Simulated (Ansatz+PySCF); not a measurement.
# singlet N₂H₂: levels of theory in one basis

| atom | x (Å) | y (Å) | z (Å) |
| --- | --- | --- | --- |
| N | 0.0402 | -0.0214 | -0.5954 |
| N | 0.0352 | 0.0049 | 0.6510 |
| H | -0.0212 | 0.9840 | -0.8704 |
| H | 0.0364 | -0.9629 | 0.9042 |

Basis set: def2-SVP (spherical functions). Correlated methods keep 2 orbitals frozen. Charge 0, multiplicity 1.

Computed with Ansatz (development build ahead of 0.2.0); each method stands on the lowest determinant of its kind that the runs found. NEVPT2 correlates all electrons. Active spaces start from the frontier orbitals, and the lowest solution found is given.

| method | E − E(RHF) (eV) | <S²> of the determinant |
| --- | --- | --- |
| RHF | 0.00 | 0.00 |
| UHF | -0.05 | 0.21 |
| RHF-MP2 | -9.01 | – |
| UHF-MP2 | -8.52 | 0.21 |
| RHF-CCSD | -9.50 | – |
| UHF-CCSD | -9.48 | 0.21 |
| RHF-CCSD(T) | -9.82 | – |
| UHF-CCSD(T) | -9.80 | 0.21 |
| CASSCF(2,2) | -1.14 | – |

Problem. What does SC-NEVPT2(2,2) give on the same scale?

Solution. -9.16 eV. NEVPT2 here correlates all electrons, so it doesn't share the others' frozen core.

Problem. Is a single determinant a sound starting point here?

Solution. Only with care. Unrestricted orbitals gain 0.05 eV and <S²> is 0.21 against 0.00 for a pure state, so spin symmetry breaks but gains little energy; restricted orbitals can still serve. The CASSCF(2,2) natural occupations are 1.89, 0.11.

Caution for UHF, UHF-MP2, UHF-CCSD, UHF-CCSD(T): the unrestricted determinant is spin contaminated. Caution for UHF-MP2: another reference gives a lower total. Caution for CASSCF(2,2): other starts end on other solutions of this active space.
